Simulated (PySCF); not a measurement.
3-methoxy-1-propanol, C4H10O2.
Numbering: `[CH3:1][O:2][CH2:3][CH2:4][CH2:5][OH:6]` (hydrogens: H7, H8, H9 on C1; H10, H11 on C3; H12, H13 on C4; H14, H15 on C5; H16 on O6)

Structure optimised with GFN2-xTB, isolated species.

(1) Give the optimised bond lengths and angles.

Results:

(1) 
```csv
bond,length (bohr),order
C1–O2,2.650,single
O2–C3,2.665,single
C3–C4,2.878,single
C4–C5,2.892,single
C5–O6,2.660,single
"C1–H7, C1–H8",2.075,single
C1–H9,2.056,single
"C3–H10, C3–H11",2.082,single
"C4–H12, C4–H13",2.063,single
"C5–H14, C5–H15",2.070,single
O6–H16,1.821,single
```

Bonds in one row agree within 0.02 bohr and their mean is given. Orders are formal, as drawn. A selection of angles:
```csv
angle,degrees
O2–C1–H7,111.3
O2–C1–H9,106.7
H7–C1–H8,108.6
C1–O2–C3,113.0
O2–C3–C4,109.0
O2–C3–H10,109.9
C4–C3–H10,110.1
H10–C3–H11,108.0
C3–C4–C5,111.4
C3–C4–H12,108.5
C5–C4–H12,109.4
H12–C4–H13,108.6
C4–C5–O6,112.7
C4–C5–H14,109.1
O6–C5–H14,110.9
O6–C5–H15,105.4
H14–C5–H15,108.6
C5–O6–H16,108.6
```

Torsions: C1–O2–C3–C4 -178° (antiperiplanar); O2–C3–C4–C5 66° (synclinal); C3–C4–C5–O6 180° (antiperiplanar); H16–O6–C5–C4 61° (synclinal). The mirror-image conformer, all signs reversed, is as good.

Of the pairs four or more bonds apart, O2···H14 is among the closest relative to their van der Waals radii: 2.59 Å, 95 % of the sum of Bondi's values. O6 (alcohol oxygen) is bent (angle 108.6°). O2 (ether oxygen) is bent (angle 113.0°).

Point group: C1 (no symmetry element, even within 0.4 Å). Stationary, but not proved a minimum. The numbers are those of one conformer (C1–O2–C3–C4 -178°, O2–C3–C4–C5 66°, C3–C4–C5–O6 180°, C4–C5–O6–H 61°).

The numbers are calculated, not measured.
